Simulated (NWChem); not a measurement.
Molecule: pyrrole (C₄H₅N); SMILES c1cc[nH]c1

Program: NWChem. Pople sets run with spherical d functions. Medium grid unless said otherwise, to which SCAN and Minnesota functionals are sensitive. Structure relaxed at the PBE0/def2-SVP level. Total energies of different functionals are on different scales.

```
level                                                             energy (Ha)  highest occupied level (eV)  orbital gap (eV)  dipole (D)
----------------------------------------------------------------  -----------  ---------------------------  ----------------  ----------
B3LYP/6-31G*                                                        -210.1614                        -5.47              6.91        1.95
PBE/6-31G*                                                          -209.8937                        -4.66              5.30        1.97
RPBE/6-31G*                                                         -210.1779                        -4.61              5.32        1.96
LC-wPBE (HJS exchange hole, range parameter 0.4 per bohr)/6-31G*    -210.0001                        -8.42             12.33        2.01
B97-D/6-31G*                                                        -210.0046                        -4.58              5.29        1.94
MN15-L/6-31G*                                                       -209.9620                        -4.89              6.00        1.96
PW91/6-31G*                                                         -210.0765                        -4.69              5.29        1.96
SCAN/6-31G*                                                         -210.0647                        -4.89              5.64        1.96
BP86/6-31G*                                                         -210.1591                        -4.75              5.29        1.97
```
